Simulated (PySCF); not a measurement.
Structure problem from calculated spectra and properties.

Formula: C2H5FO.

* 13C NMR: chemical shifts (computed TMS as zero) by class: 81.1 (1 C), 59.6 (1 C) ppm [GIAO HF/pcSseg-2]
* Couplings: largest of the computed one-bond spin–spin couplings (means over like bonds): 19F–13C -223.3, 13C–1H +153.9 (×2), 13C–1H +145.1 (×2), 17O–1H -72.1, 13C–13C +41.4, 17O–13C +19.5 Hz [B3LYP/pcJ-1]
* UV, strongest line: among the 10 lowest singlet transitions: S3 at 8.64 eV (144 nm, f = 0.061) [TDDFT PBE0/def2-SVPD]
* 1H NMR: chemical shifts (computed TMS as zero) by class: 4.15 (2 H), 3.36 (2 H), 1.74 (1 H) ppm [GIAO HF/pcSseg-2]
* Dipole: 1.57 D [PBE0/def2-SVPD]
* XPS: C1s 292.7, C1s 293.4, O1s 539.1, F1s 692.8 eV [ΔSCF SCAN, pcX-2 on the ionised atom, pcseg-1 elsewhere, spin-free X2C]
* UV, first state: lowest singlet excitation: 7.44 eV (167 nm, f = 0.013) [TDDFT PBE0/def2-SVPD]
* Rotational structure: rotational constants A, B, C: 15.795, 5.650, 4.659 GHz [PBE0-D3(BJ)/def2-SVP]

The electronic properties come from PySCF, for the isolated species, density fitting. Levels stand in brackets. The structure is a single PBE0-D3(BJ)/def2-SVP conformer in the gas phase; no vibrational or solvent corrections. NMR values are class means; diastereotopic atoms form classes of their own.

Question: What is the compound? Reason from the data.

Answer: Numbering: `[OH:1][CH2:2][CH2:3][F:4]`. Its formula, C2H5FO, gives 0 degrees of unsaturation, so no ring and no π bond. 2 carbons fall into 2 classes; from least to most shielded: sp3 C–F carbon [C3] (81.1 ppm), carbinol carbon (C–OH) [C2] (59.6 ppm). Hydrogen classes from least to most shielded: 2 H on an sp3 C–F carbon, C3 (4.15 ppm), 2 H on a carbinol carbon (C–OH), C2 (3.36 ppm), 1 H on an alcohol oxygen, O1 (1.74 ppm). The couplings run between: -223.3 Hz, alkyl fluorine [F4] and sp3 C–F carbon [C3]; +153.9 Hz, sp3 C–F carbon [C3] and its hydrogen (with 1 like pair); +145.1 Hz, carbinol carbon (C–OH) [C2] and its hydrogen (with 1 like pair); -72.1 Hz, alcohol oxygen [O1] and its hydrogen; +41.4 Hz, carbinol carbon (C–OH) [C2] and sp3 C–F carbon [C3]; +19.5 Hz, alcohol oxygen [O1] and carbinol carbon (C–OH) [C2]. The core levels belong to: C1s 292.7 eV, carbinol carbon (C–OH) [C2]; C1s 293.4 eV, sp3 C–F carbon [C3]; O1s 539.1 eV, alcohol oxygen [O1]; F1s 692.8 eV, alkyl fluorine [F4]. The optimised geometry has point group C1 and is an asymmetric top. Structure: 2-fluoroethanol (`OCCF`). Computed isomers that give other values at the same levels: `COCF` (methoxymethyl fluoride) (core binding energies: C1s 292.6, C1s 294.7, O1s 539.3, F1s 692.6 eV). The assignments are read from this structure; whether some other isomer fits the data as well wasn't checked.

Shape of the structure used: `[OH:1][CH2:2][CH2:3][F:4]`: O1–C2–C3–F4 60°, H–O1–C2–C3 -53°.
